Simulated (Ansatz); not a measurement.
**AlCCl+ (doublet): the correlation ladder, def2-QZVPP**

One table from this session's results is given with a row withheld; the runs are named, their logs left out.

Computed with Ansatz 0.2.0, Gaussian basis. Level: def2-QZVPP, core rule «outside noble gas», up to 11 orbitals frozen.

To be run: UHF; ROHF; CCSD(T) on UHF.

4 further runs of the same task are left out: 4 set aside as unsound or not needed.

## The system

The geometry is a PBE0/def2-TZVP stationary point (not a proven minimum) of the parent state, kept for this charge and spin.

3 atoms, charge 1, spin multiplicity 2.

Atoms are counted from 1 here; the program's logs count them from 0.

Bond lengths: C1–Al2 1.931 Å, Al2–Cl3 2.088 Å. Angles: C1–Al2–Cl3 180.0°.

The first run:

File in.yaml:

```yaml
crystal:
  periodic: [false, false, false]
  atoms:
    - {symbol: C, position_ang: [0.000000, 0.000000, -1.983300]}
    - {symbol: Al, position_ang: [0.000000, 0.000000, -0.052500]}
    - {symbol: Cl, position_ang: [0.000000, 0.000000, 2.035800]}
basis:
  gaussian: {orbitals: "def2-QZVPP.json"}
total_charge: 1
magnetization: {spin_polarized: true, initial_magnetization: 1}
hamiltonian: {xc: hf}
output: {orbitals: {seedname: orbitals}}
```

Command:

```bash
> ansatz run in.yaml --threads 1 --pin off --events-out ev --progress --plain --max-ram 2393MiB
```

Among the steps run: UHF; ROHF; CCSD(T) on UHF.

One table of the session follows, with a row left open; its other results are not shown here.

```
  method  from UCCSD(T) (kJ/mol)
    ROHF                 +1090.4
     UHF                       ?
    UMP2                  +156.3
   UCCSD                   +51.0
UCCSD(T)                       0
```

Q: Estimate the row for UHF from the others.

As computed: from UCCSD(T) (kJ/mol): +1023.5. In the column «from UCCSD(T) (kJ/mol)» it lies between UMP2 (+156.3) and ROHF (+1090.4).

Limits of these values: The determinant is far from a pure spin state, so its energy mixes those of several spin states (harmless only where they are near-degenerate, as at dissociation).
